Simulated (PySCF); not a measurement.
**Ar: ionisation energy**

Ar [Ar] (1S) → Ar⁺ [Ne] 3s2 3p5 (2P), as a difference of total energies. All numbers are calculated (PySCF 2.14, no relativity, point nucleus, in cc-pV(T+d)Z (5s4p3d1f, 39 functions)). Correlated levels: valence: [Ne] frozen. The calculations carry no spin-orbit coupling.

```json
{"method": "UHF", "ionisation energy (eV)": "14.571", "error (eV)": "-1.248"}
{"method": "LDA", "ionisation energy (eV)": "15.995", "error (eV)": "+0.176"}
{"method": "PBE", "ionisation energy (eV)": "15.699", "error (eV)": "-0.120"}
{"method": "MP2 (valence)", "ionisation energy (eV)": "15.683", "error (eV)": "-0.136"}
{"method": "SCS-MP2 (valence)", "ionisation energy (eV)": "15.580", "error (eV)": "-0.239"}
{"method": "CCSD (valence)", "ionisation energy (eV)": "15.500", "error (eV)": "-0.319"}
{"method": "CCSD(T) (valence)", "ionisation energy (eV)": "15.541", "error (eV)": "-0.278"}
```

Reference: 15.819 eV (measured; NIST levels, between the centres of gravity of the two terms).

Errors of the correlated levels include the incompleteness of this basis and the frozen core.
